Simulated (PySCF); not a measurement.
Compound: C2H4O3S.
Numbering: `[CH2:1]=[CH:2][S:3](=[O:4])(=[O:5])[OH:6]`

The computed photoelectron lines, unassigned: C 1s: 291.56 (area 1), 291.87 (area 1) eV; O 1s: 538.32 (area 2), 539.97 (area 1) eV; S 1s: 2483.90 eV; S 2p3/2: 174.90 eV.

The calculation used PySCF 2.14.0, delta-SCF UKS SCAN, pcX-2 on the ionised atom, pcseg-1 elsewhere, spin-free X2C. The structure is a single GFN2-xTB conformer in the gas phase; no vibrational or solvent corrections.

Which carbon gives which C 1s line?

291.56 eV: C1 (terminal =CH2 carbon); 291.87 eV: C2 (alkene CH carbon). Lowest listed C 1s: C1, bonded to C (double bond) and 2 H. Highest, 0.31 eV above it: C2, bonded to S, C (double bond) and H. Summing the Pauling electronegativity differences to the bonded atoms, each weighted by its formal bond order, gives -0.70 for the lowest site and -0.32 for the highest.

Order the oxygen atoms by O 1s binding energy.

538.32 eV: O4/O5 (sulfonyl oxygen); 539.97 eV: O6 (hydroxyl oxygen). The listed O 1s values span 1.65 eV, from O4/O5 (bonded to S (double bond)) to O6 (bonded to S and H). Summing the Pauling electronegativity differences to the bonded atoms, each weighted by its formal bond order, gives -1.72 for the lowest site and -2.10 for the highest; the largest sum, -1.72, belongs to O4/O5, 1.65 eV below the top. The smallest sum, -2.10, belongs to O6, 1.65 eV above the lowest.

Bonded neighbours of each site: C1: C (double bond) and 2 H; C2: S, C (double bond) and H; S3: 2 O (double bond), O and C; O4/O5: S (double bond); O6: S and H.

What is the longest wavelength that can ionise O 1s of O6 vertically?

λ = hc/E = 12398.42 eV Å / 539.97 eV = 22.961 Å.

One atom of each set of topologically equivalent atoms was ionised and stands for the set; in this conformer not all members are related by symmetry, and their own values weren't computed. The 2p values aren't plain energy differences: one relaxed spin-free 2p hole is combined with a matrix within the shell (ground-state 2p orbital-energy differences and spin–orbit coupling). 2p3/2, the mean of its two sublevels, lies a third of the splitting below the shell's mean and 2p1/2 two thirds above it; the statistical areas are 2:1. 2p1/2 minus 2p3/2 (ligand field included): S 1.23 eV.

Conformer computed: `[CH2:1]=[CH:2][S:3](=[O:4])(=[O:5])[OH:6]`: C1–C2–S3–O4 6°, H–O6–S3–C2 115°.
